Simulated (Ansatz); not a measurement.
## SiH$_{3}$, doublet in cc-pV(Q+d)Z: errors against UCCSDT(Q)

Geometry: MP2(full)/6-31G*, from the G2/97 set.

```yaml
atoms:
  - { symbol: Si, position_ang: [0.0000, 0.0000, 0.0437] }
  - { symbol: H, position_ang: [0.0000, 1.4133, -0.4057] }
  - { symbol: H, position_ang: [1.2239, -0.7066, -0.4057] }
  - { symbol: H, position_ang: [-1.2239, -0.7066, -0.4057] }
```

Basis cc-pV(Q+d)Z; Ansatz 0.2.0. Only valence electrons are correlated (noble-gas cores frozen), which leaves 7 electrons in 149 orbitals. Prefix R: restricted or restricted open-shell reference; prefix U: unrestricted. Active spaces: valence = (7e, 7o) chosen from the atoms' valence shells.

Full CI isn't at hand for all of this; UCCSDT(Q) serves as the reference, and is uncertain by about the last step of the cluster series. The frozen core follows each run's orbitals, which can shift R against U totals by a few meV.

```
UHF ⟨S²⟩                          : 0.755
T1 diagnostic (RCCSD)             : 0.0204
largest doubles amplitude (RCCSD) : 0.023
T1 diagnostic (UCCSD)             : 0.0155
```

```json
{"level": "RHF", "E − E(UCCSDT(Q)) (meV)": "4227", "share of correlation (%)": "0.00", "wall time": "–"}
{"level": "UHF", "E − E(UCCSDT(Q)) (meV)": "4182", "share of correlation (%)": "1.06", "wall time": "–"}
{"level": "RMP2", "E − E(UCCSDT(Q)) (meV)": "803", "share of correlation (%)": "81.01", "wall time": "–"}
{"level": "UMP2", "E − E(UCCSDT(Q)) (meV)": "798", "share of correlation (%)": "81.13", "wall time": "–"}
{"level": "RCCSD", "E − E(UCCSDT(Q)) (meV)": "133", "share of correlation (%)": "96.85", "wall time": "–"}
{"level": "UCCSD", "E − E(UCCSDT(Q)) (meV)": "132", "share of correlation (%)": "96.89", "wall time": "–"}
{"level": "RCCSD(T)", "E − E(UCCSDT(Q)) (meV)": "25", "share of correlation (%)": "99.41", "wall time": "7 s (H100)"}
{"level": "UCCSD(T)", "E − E(UCCSDT(Q)) (meV)": "24", "share of correlation (%)": "99.42", "wall time": "9.5 s (H100)"}
{"level": "BCCD(T)", "E − E(UCCSDT(Q)) (meV)": "24", "share of correlation (%)": "99.42", "wall time": "14 s (H100)"}
{"level": "RCCSDT", "E − E(UCCSDT(Q)) (meV)": "4", "share of correlation (%)": "99.92", "wall time": "–"}
{"level": "UCCSDT", "E − E(UCCSDT(Q)) (meV)": "3", "share of correlation (%)": "99.93", "wall time": "–"}
{"level": "RCCSDT(Q)", "E − E(UCCSDT(Q)) (meV)": "1", "share of correlation (%)": "99.98", "wall time": "35 s (H100)"}
{"level": "CASSCF (valence space)", "E − E(UCCSDT(Q)) (meV)": "3060", "share of correlation (%)": "27.61", "wall time": "–"}
{"level": "NEVPT2 (valence space)", "E − E(UCCSDT(Q)) (meV)": "903", "share of correlation (%)": "78.64", "wall time": "7.5 s (H100)"}
{"level": "MRCISD (valence space)", "E − E(UCCSDT(Q)) (meV)": "193", "share of correlation (%)": "95.43", "wall time": "–"}
{"level": "MRCISD+Q (valence space)", "E − E(UCCSDT(Q)) (meV)": "38", "share of correlation (%)": "99.10", "wall time": "9.5 s (H100)"}
```

The correlation energy at UCCSDT(Q), counted from RHF, is -4.227 eV. That run took 25 s on 2 threads of AMD EPYC 7R13 with a shared H100 80 GB, shared host.

Times hold each run's SCF and search for its determinant on a shared host, so for small cases they say little of a method's own cost.

Natural occupations of CASSCF (valence space) about the gap: 1.986 1.976 1.976 1.001 0.026 0.017 0.017; effectively unpaired electrons, Σ n²(2−n)², 1.01.

Atomization energy (electronic, same basis, no zero-point term; atoms at the same level, unrestricted beside the R rows where the molecule is a closed shell, with restricted open-shell steps beyond CCSDT(Q)) at UCCSDT(Q): 948.9 kJ/mol. Errors of other levels:

| level | error (kJ/mol) |
| --- | --- |
| RHF | -186.0 |
| UHF | -193.1 |
| RMP2 | -24.7 |
| UMP2 | -23.7 |
| RCCSD | -2.7 |
| UCCSD | -3.1 |
| RCCSD(T) | -0.3 |
| UCCSD(T) | -0.3 |
| BCCD(T) | -0.2 |
| RCCSDT | -0.1 |
| UCCSDT | -0.1 |
| RCCSDT(Q) | 0.0 |
| CASSCF (valence space) | -108.4 |
| NEVPT2 (valence space) | -45.9 |
| MRCISD (valence space) | -9.6 |
| MRCISD+Q (valence space) | -5.3 |

This basis is far from its limit, so the value isn't to be set against a measured one. Truncated CI isn't size-consistent, which counts against it in atomization.
